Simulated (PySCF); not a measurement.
From B97-2/pcSseg-2 to wB97X-D/pcSseg-2: the HOMO energy of 8 molecules

PySCF (NMR shieldings with GIAOs, density fitting), isolated neutral molecules in closed-shell states, PBE0-D3(BJ)/def2-TZVP geometries kept fixed through all settings. B97-2: 21 % exact exchange; wB97X-D: range-separated exact exchange.

HOMO energy (eV):

```csv
molecule,B97-2/pcSseg-2,wB97X-D/pcSseg-2
O=P(O)(O)O,-8.53,?
C,-10.72,-12.96
C[Si](C)(C)C,-8.07,-10.20
P,-7.64,-9.77
CO,-7.66,-9.89
FC(Cl)(Cl)Cl,-8.94,-11.10
N,-7.37,-9.62
O,-8.68,-11.00
```

Task: What should wB97X-D/pcSseg-2 give for `O=P(O)(O)O`?

Result: The functional change moves the other 7 molecules by -2.21 eV on average (standard deviation 0.07), which puts `O=P(O)(O)O` at -8.53 − 2.21 = -10.74 eV. A straight line through the pairs, y = 1.013x − 2.10, gives -10.74 eV. The run gave -10.78 eV: the mean change misses by 0.04, the line by 0.04 eV.

Task: Which of the two rules would one have trusted beforehand?

Result: Leaving out each listed molecule in turn and predicting it from the rest, the mean change misses by 0.069 eV on average and the line by 0.071; so neither has a clear lead.

Task: How even is the effect, and which conclusions about the order would change?

Result: Among the 7 molecules with both values given it runs from -2.32 eV for `O` to -2.13 eV for `C[Si](C)(C)C`; `O=P(O)(O)O` moves by -2.25 eV, inside this range. The change is of one sign for all of them. No pair among the 7 changes order.

Neither level serves as a reference here, and other classes of molecule may behave otherwise.
